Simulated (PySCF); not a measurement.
Molecule (SMILES): [C-]#[NH+] (C-NH).
Geometry (B3LYP-D3(BJ)/def2-TZVP, fixed):
```xyz
3

C      0.0000     0.0000    -0.7364
N      0.0000     0.0000     0.4276
H      0.0000     0.0000     1.4250
```
Charge 0, spin multiplicity 1.

How fast the lowest singlet excitation energy converges with the basis for several methods (PySCF): deviation from each method's own reference, in eV. References: CAM-B3LYP 8.348 eV, the value in d-aug-cc-pVTZ; PBE 6.955 eV, the value in d-aug-cc-pVTZ; PBE0 8.060 eV, the value in d-aug-cc-pVTZ. All functions are spherical. Density fitting with generated auxiliary sets. No added dispersion term, no relativity. Tamm-Dancoff approximation, the state taken by its order.

```tsv
basis	functions	CAM-B3LYP	PBE	PBE0
aug-cc-pVDZ	55	0.030	0.036	0.043
aug-pcseg-1	55	0.045	0.026	0.044
6-311++G(2d,2p)	64	0.053	0.091	0.122
d-aug-cc-pVDZ	77	0.007	-0.020	-0.011
jun-cc-pV(T+d)Z	92	0.017	0.187	0.209
aug-pcseg-2	115	-0.001	0.016	0.028
pcseg-3	153	0.030	0.216	0.242
aug-pcseg-3	219	-0.003	0.014	0.028
```

Mean absolute deviation over 6-311++G(2d,2p), jun-cc-pV(T+d)Z, aug-pcseg-2: CAM-B3LYP 0.024, PBE 0.098, PBE0 0.120 eV.
